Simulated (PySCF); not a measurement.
A PySCF script (with the pyscf-properties extension) for the NMR shieldings of `C/C=C\C`, C4H8, on a PBE0-D3(BJ)/def2-TZVP geometry:

```python
import basis_set_exchange as bse
import numpy as np
from pyscf import gto, dft
from pyscf.prop import nmr

atoms = """
C     1.565808   -0.425685   -0.124630
C     0.659006    0.753243   -0.228324
C    -0.660765    0.776646   -0.064045
C    -1.554695   -0.370211    0.266784
H     2.290871   -0.285846    0.683699
H     2.145611   -0.551963   -1.044191
H     1.031193   -1.356124    0.066045
H     1.147915    1.696128   -0.463156
H    -1.158865    1.737014   -0.176398
H    -1.036126   -1.328854    0.253862
H    -1.997959   -0.243735    1.260243
H    -2.387288   -0.428247   -0.440440
"""
names = dict.fromkeys(["C", "H"], "pcSseg-2")
basis = {el: gto.basis.parse(bse.get_basis(n, elements=[el], fmt="nwchem")) for el, n in names.items()}
mol = gto.M(atom=atoms, basis=basis, charge=0, verbose=0)
mf = dft.RKS(mol, xc="PBE0")
mf.grids.level = 2
mf.grids.alignment = dft.numint.BLKSIZE   # the property module wants whole blocks of grid points
mf.conv_tol = 1e-9
mf.kernel()

calc = nmr.RKS(mf)   # GIAO
C = mf.mo_coeff
Co = C[:, mf.mo_occ > 0]
resp = mf.gen_response(singlet=True, hermi=2)
def vind(x):   # induced exchange potential for any number of trial vectors
    d = np.einsum("pi,xij,qj->xpq", C, 2 * x.reshape(-1, C.shape[1], Co.shape[1]), Co, optimize=True)
    return np.einsum("xpq,pi,qj->xij", resp(d - d.transpose(0, 2, 1)), C, Co, optimize=True).ravel()
mo1, _ = nmr.rhf.solve_mo1(calc, with_cphf=vind)
sigma = calc.kernel(mo1)
for i, s in enumerate(sigma):   # ppm
    w = np.linalg.eigvalsh((s + s.T) / 2)
    print("%2d %-2s iso %8.1f  s11 %8.1f  s22 %8.1f  s33 %8.1f" % (i, mol.atom_pure_symbol(i), w.mean(), *w))
```

Q: What does it print?

A: 
```
 0 C  iso    171.1  s11    153.3  s22    176.6  s33    183.5
 1 C  iso     49.2  s11    -67.2  s22     59.0  s33    155.8
 2 C  iso     49.4  s11    -66.9  s22     59.2  s33    155.8
 3 C  iso    171.2  s11    153.5  s22    176.6  s33    183.5
 4 H  iso     30.0  s11     26.2  s22     27.4  s33     36.4
 5 H  iso     30.0  s11     26.2  s22     27.5  s33     36.3
 6 H  iso     29.3  s11     24.8  s22     30.2  s33     32.9
 7 H  iso     25.7  s11     23.3  s22     25.0  s33     28.6
 8 H  iso     25.7  s11     23.3  s22     25.1  s33     28.6
 9 H  iso     29.3  s11     24.8  s22     30.2  s33     32.9
10 H  iso     30.0  s11     26.2  s22     27.4  s33     36.4
11 H  iso     30.0  s11     26.2  s22     27.6  s33     36.3
```

These numbers come from an equivalent density-fitted implementation of the same equations, which agrees with the script to about 0.01 ppm for H and up to a few tenths of a ppm for heavy atoms, so last digits may differ.

Q: Turn these shieldings into chemical shifts. Shifts are taken against calculated references (same method and geometry level): 13C (186.03 ppm), 1H (31.52 ppm) vs TMS.

A: Averaging equivalent atoms: C 1/2: 136.7; C 0/3: 14.9; H 7/8: 5.86; H 4/5/6/9/10/11: 1.75 ppm. 

Size and cost of the density-fitted run: 256 basis functions, 26 s wall time on 1 thread of an Arm Neoverse V1, shared host; peak memory 1.1 GiB.
